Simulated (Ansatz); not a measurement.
in.yaml

```yaml
crystal:
  periodic: [false, false, false]
  atoms:
    - {symbol: W, position_ang: [0.000000, 0.000000, 0.000000]}
    - {symbol: Si, position_ang: [0.000000, 0.000000, 1.901000]}
basis:
  gaussian: {orbitals: def2-SVP}
correlation: {method: sc_nevpt2, electrons: outside_noble_gas, active_space: {window: {electrons: 2, orbitals: 2}}}
```

```sh
$ ansatz run in.yaml --threads 1 --pin off --events-out ev --progress --plain --max-ram 8192MiB --backend cpu
```

The program prints:

```
483 factors; integrals over basis functions are off by at most 1.0e-3 eV
mean field evaluation 1: about -9656.7441 eV, gradient 2.3e1 eV
mean field evaluation 2: about -9656.7490 eV, gradient 2.3e1 eV
mean field evaluation 4: about -9658.2241 eV, gradient 2.3e0 eV
mean field evaluation 8: about -9658.2555 eV, gradient 2.4e-3 eV
mean field evaluation 16: about -9655.1387 eV, gradient 2.4e-1 eV
mean field evaluation 32: about -9645.5855 eV, gradient 4.0e1 eV
mean field evaluation 64: about -9655.1736 eV, gradient 1.0e0 eV
mean field evaluation 96: about -9653.1338 eV, gradient 7.7e0 eV
mean field -9658.25546293 eV, -354.9343416618 hartree, gradient 3.1e-6 eV, S^2 0.000000; 11 other end points of the search recorded, 0 dependent functions left out; unrestricted orbitals would lower it
reference -9658.25546293 eV, -354.9343416618 hartree; 14, 14 occupied and 36, 36 virtual orbitals, 483 factors
state -9658.77384812 eV, -354.9533919664 hartree
state -9658.77384812 eV, -354.9533919664 hartree; corrected -9665.50096571 eV, -355.2006089781 hartree
state -9658.72429591 eV, -354.9515709561 hartree
state -9658.72429591 eV, -354.9515709561 hartree; corrected -9665.14433931 eV, -355.1875031995 hartree
state -9658.77384812 eV, -354.9533919664 hartree; corrected -9665.50096571 eV, -355.2006089781 hartree
state -9657.83855858 eV, -354.9190207099 hartree
state -9657.83855858 eV, -354.9190207099 hartree; corrected -9664.18067913 eV, -355.1520893413 hartree
state -9658.77384812 eV, -354.9533919664 hartree; corrected -9665.50096571 eV, -355.2006089781 hartree
the orbitals are reached from a further start. From the first start the search ends at -9658.72414528 eV, -354.9515654205 hartree
Total energy: -9665.50096571 eV, -355.2006089781 hartree
```

For the same geometry and basis RCCSDTQ lies 611.3 meV lower.

Ran on 1 thread of AMD EPYC 7R13, shared host: 6.5 s wall, 0.16 GiB peak host memory.
